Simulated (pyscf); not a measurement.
Structures and frequencies: ωB97X-D3(BJ)/def2-SVP in PySCF.

Q: For the elementary gas-phase step HO–Si(OH)(OH)–F (SMILES O[Si](O)(O)F) + H• (SMILES [H]) → HO–Si•(OH)–OH (SMILES O[Si](O)O) + HF (SMILES F) (doublet surface; F–Si broken, F–H formed), what barrier and reaction energy does ωB97M-D3(BJ)/def2-TZVP give, measured from the separated reactants?

A: ΔE‡ = 53.4 kcal/mol, ΔE = +28.9 kcal/mol. Zero-point energy shifts the barrier by -0.1 kcal/mol. It is an atom transfer, with an imaginary mode of 1670i cm⁻¹. On the product side the descent ends in a bound adduct (not fully relaxed), 10.4 kcal/mol under the separated species and 39.3 kcal/mol under the saddle at ωB97X-D3(BJ)/def2-TZVP. At ωB97X-D3(BJ) the barrier from the zero used here is 57.2 kcal/mol. This is the saddle that the search found; another between the same sides may lie lower. The angle at the transferred F is 157°.
